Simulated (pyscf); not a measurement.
•HN–SiH(NH₂)–NH₂ (SMILES [NH][SiH](N)N) + H₂ (SMILES [H][H]) → H₂N–SiH(NH₂)–NH₂ (SMILES N[SiH](N)N) + H• (SMILES [H]), a hydrogen abstraction (doublet surface; H–H broken, H–N formed). PySCF, gas phase, ωB97X-D3(BJ)/def2-SVP geometries. Energies in kJ/mol from the separated reactants.

AM1 to PM7: differences of heats of formation from MOPAC, which are fitted to 298 K values and so differ in kind from electronic energies by zero-point and thermal terms. Open shells are spin-unrestricted. 

Question: In single points PM7 puts the saddle at 108.9 kJ/mol and the reaction energy at +170.3 kJ/mol. Should these be trusted to within a few kcal/mol? Compare with ωB97M-D3(BJ)/def2-TZVP.

Answer: ωB97M-D3(BJ)/def2-TZVP gives ΔE‡ = 32.5 kJ/mol and ΔE = -40.2 kJ/mol. PM7 lies 76.4 kJ/mol over it in the barrier and 210.4 kJ/mol over it in the reaction energy, so on this step it does not hold to within 12.6 kJ/mol. At PM7 this geometry lies under one side, so its ΔE‡ may be no barrier of that level. ωB97M-D3(BJ)/def2-TZVP has limits of its own. •HN–SiH(NH₂)–NH₂ lies 68.5 kJ/mol over its isomer H₂N–Si•(NH₂)–NH₂ (electronic energy, ωB97M-D3(BJ)/def2-TZVP). One saddle was located; it need not be the lowest between these sides. The angle at the transferred H is 156°.
